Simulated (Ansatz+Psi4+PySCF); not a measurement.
A calculation with PySCF 2.14.0.

```python
from pyscf import gto, scf, mp

mol = gto.M(atom="""
O 0.000000 0.000000 0.000000
O 0.000000 1.091910 0.671750
O 0.000000 -1.074880 0.661270
""", basis='cc-pvtz', charge=0, spin=0)
mf = scf.UHF(mol)
mf.kernel()
pt = mp.MP2(mf, frozen=3).run()
print(mf.e_tot, pt.e_corr, pt.e_tot)
```

The script is written out from the run's settings.

The run gave:

| Item | Value |
| --- | --- |
| Converged | yes |
| Reference energy | -224.34038 hartree |
| Correlation energy | -0.77792 hartree |
| Total energy | -225.11830 hartree |
| Spin squared of the determinant | 0.000 |

The reference isn't the lowest determinant (another lies 2.36 eV lower), but the same method gives a higher total on the lower determinant. Caution: large share of triples, a single reference is doubtful.
